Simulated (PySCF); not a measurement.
Species: ammonium, NH4 (charge +1).
Geometry (PBE0-D3(BJ)/def2-SVP, Å), atoms numbered from 1 in this order:
```
atom  x, y, z in Å
N1     0.003    0.001   -0.007
H2    -0.669   -0.262   -0.741
H3     0.122    1.024   -0.001
H4    -0.350   -0.309    0.909
H5     0.911   -0.448   -0.195
```

Method used: PySCF, PBE0-D3(BJ)/def2-SVP geometry optimisation, gas phase.

Masses are those of the commonest isotopes; rigid-rotor values at the optimised geometry. 

Problem. What are A, B and C (MHz)?

Solution. Ia = 2.85, Ib = 2.85, Ic = 2.85 u·Å²; 505379 MHz·u·Å²/I gives A = 177378, B = 177372, C = 177360 MHz.

Problem. Classify the top.

Solution. A spherical top, as the point group Td requires three equal moments; the computed ones differ by 0.01 % because the geometry is symmetric only within the optimiser's tolerance.

The point group Td allows no dipole (computed: 0.00 D (about the centre of mass, as the species is charged)), so a rigid rotor has no electric-dipole lines.

Problem. Estimate the classical rotational partition function at 298.15 K.

Solution. Point group Td, symmetry number σ = 12; q = (√π/σ)·√((kT/h)³/(ABC)), k/h = 20836.6 MHz/K: 30.6 at 298.15 K.

Not checked by PBE0-D3(BJ)/def2-SVP frequencies. These are rigid-rotor constants of the computed structure; measured ground-state constants (B0) also hold zero-point vibration.
